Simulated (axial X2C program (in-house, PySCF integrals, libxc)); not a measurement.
Spin–orbit effects down a group: molecules with F, MP2

Computed with an in-house relativistic program for diatomic molecules, spin-free (one-electron X2C) or two-component (2c: spin–orbit coupling with atomic mean-field Coulomb and Gaunt terms, which also bring small scalar terms), in Dyall basis sets with cores contracted in-house; open shells are unrestricted.

Basis sets: F dyall-av3z, H dyall-v3z, Li dyall-cv3z, Na dyall-cv3z. Frozen shells (counts by l): HF F 1s, H none, 8 electrons correlated; LiF F 1s, Li 1s, 8 electrons correlated; NaF Na 2s1p, F 1s, 8 electrons correlated. Where the outer core of a metal is frozen, bonds come out longer and ionisation energies lower.

| molecule | spin-free state | Re (Å) | ωe (cm⁻¹) | De (eV) | 2c state | Re 2c (Å) | ωe 2c (cm⁻¹) | De 2c (eV) |
| --- | --- | --- | --- | --- | --- | --- | --- | --- |
| HF | M_S = 0, Λ = 0 | 0.922 | 4110.7 | 6.19 | Ω = 0 | 0.922 | 4110.8 | 6.19 |
| LiF | M_S = 0, Λ = 0 | 1.586 | 879.3 | 6.13 | Ω = 0 | 1.587 | 879.2 | 6.12 |
| NaF | M_S = 0, Λ = 0 | 1.959 | 512.2 | 5.19 | Ω = 0 | 1.959 | 512.1 | 5.18 |

Q: Work out the shifts from the spin-free to the two-component result.

A: 

| molecule | 2c state | ΔRe (Å) | Δωe (cm⁻¹) | ΔDe (eV) |
| --- | --- | --- | --- | --- |
| HF | Ω = 0 | 0.000 | 0.1 | 0.00 |
| LiF | Ω = 0 | 0.001 | -0.1 | -0.01 |
| NaF | Ω = 0 | 0.000 | -0.1 | -0.01 |

Shifts of one unit in the last digit are rounding.

Each entry is the lowest single determinant of a limited PBE0 search at one distance. De goes to single-determinant-based atoms at the same level (for ions the charge split of lowest energy) and is withheld (n/a) where an atom does not fit its ground term or J level. Main or longest-lived isotopes.
